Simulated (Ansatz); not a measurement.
**Where CCSD(T) holds and where it slips**

Each species is computed at the geometry given (Å), with frozen cores, in Ansatz 0.2.0: RHF-CCSD(T) for singlets, UHF-CCSD(T) otherwise, and full CI in the same basis. The program picks the determinant by trial CCSD, so it needn't be the lowest Hartree–Fock solution. States: MgH2 B2, HB–BH Σg⁻ or Δg, AlB⁻ Σ⁻ or Δ. Cases whose determinant has another symmetry than full CI's state, or whose (Q) step broke down, weren't drawn.

Judging by size, spin and bonding and the diagnostics given, rank them by the size of CCSD(T)'s error in total energy against full CI in the same basis, smallest first (an estimate).
A. HB–BH, triplet, cc-pVDZ: B 0.000 0.000 0.763; B 0.000 0.000 -0.763; H 0.000 0.000 1.938; H 0.000 0.000 -1.938. T1 0.011, (T) -117 meV in a correlation energy of -4.35 eV
B. MgH$_{2}$, triplet, cc-pVQZ: Mg 0.000 0.000 -0.150; H 0.000 0.410 1.805; H 0.000 -0.410 1.805. T1 0.021, (T) -21 meV in a correlation energy of -1.50 eV
C. AlB⁻, quartet, aug-cc-pVDZ: B 0.000 0.000 0.000; Al 0.000 0.000 2.064. T1 0.054, (T) -226 meV in a correlation energy of -3.99 eV

B (5.0 meV), A (33.9 meV), C (83.4 meV).

| species | basis | correlated electrons | CCSD(T) − full CI (meV) | CCSDT(Q) − full CI (meV) | unpaired electrons (full CI) | T1 | ⟨S²⟩ of the determinant |
| --- | --- | --- | --- | --- | --- | --- | --- |
| MgH2, triplet | cc-pVQZ | 4 | 5.0 | -1.3 | 2.01 | 0.021 | 2.00 |
| HB–BH, triplet | cc-pVDZ | 8 | 33.9 | 0.4 | 2.04 | 0.011 | 2.01 |
| AlB⁻, quartet | aug-cc-pVDZ | 7 | 83.4 | 1.5 | 3.14 | 0.054 | 3.76 |

Unpaired electrons are Σ n²(2−n)² over natural occupations; an open shell counts its own unpaired electrons too. Frozen cores follow each run's orbitals, which moves totals by a few meV.
